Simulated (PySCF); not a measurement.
# Gas-phase XPS of cis-1,2-difluoroethene, computed

cis-1,2-difluoroethene, C₂H₂F₂.
Atom-mapped SMILES: `[F:1]/[CH:2]=[CH:3]\[F:4]`

Method used: delta-SCF UKS SCAN, pcX-2 on the ionised atom, pcseg-1 elsewhere, spin-free X2C in PySCF 2.14.0. These are vertical core ionisation energies against the vacuum level, from separate self-consistent calculations with and without the core hole.

**Question.** List the computed XPS lines with their assignment.

**Answer.** 
```tsv
atom(s)	environment	level	binding energy (eV)	count
F1/F4	vinyl fluorine	F 1s	693.63	2
C2/C3	vinylic C–F carbon	C 1s	293.44	2
```

**Question.** Which effective nuclear charge Zeff reproduces each element's mean 1s value in the hydrogen-like formula E = 13.606 eV × Zeff²?

**Answer.** C (Z = 6): mean 293.4 eV, Zeff = 4.64, Z − Zeff = 1.36; F (Z = 9): mean 693.6 eV, Zeff = 7.14, Z − Zeff = 1.86. Means run over the listed sites, weighted by atom count.

Atoms equivalent by their bonding share one computed value, that of the first of them. Geometry: GFN2-xTB; no solvent, vibrations or thermal averaging.

Time: 5.5 s wall. Hardware: an x86-64 server with one thread, no GPU (shared host).
